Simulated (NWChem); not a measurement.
# HO in NWChem

SMILES: [OH]
```xyz
2

O      0.0000     0.0000     0.1090
H      0.0000     0.0000    -0.8719
```
Charge 0, spin multiplicity 2.

Program: NWChem. All single points use one geometry, from UB3LYP/def2-SVP, a minimum by its harmonic frequencies.

The structure started from a generated list of species. The unpaired electrons of the parent sit in orbitals of symmetry b2 (C2v labels of the run); other states weren't searched. No SCF solution was tested for a lower state.

Worked example. At CAM-B3LYP/def2-TZVP the molecule has a total energy of -75.74203 Ha and the free atoms (multiplicities O 3, H 2) O -75.07325, H -0.49881 Ha. The electronic atomisation energy is the atoms' sum less the molecule's energy.

1·(-75.07325) + 1·(-0.49881) = -75.57206 Ha for the atoms; less the molecule's energy this leaves 0.16997 Ha, or 106.7 kcal/mol (446 kJ/mol), without zero-point, thermal or spin-orbit terms.
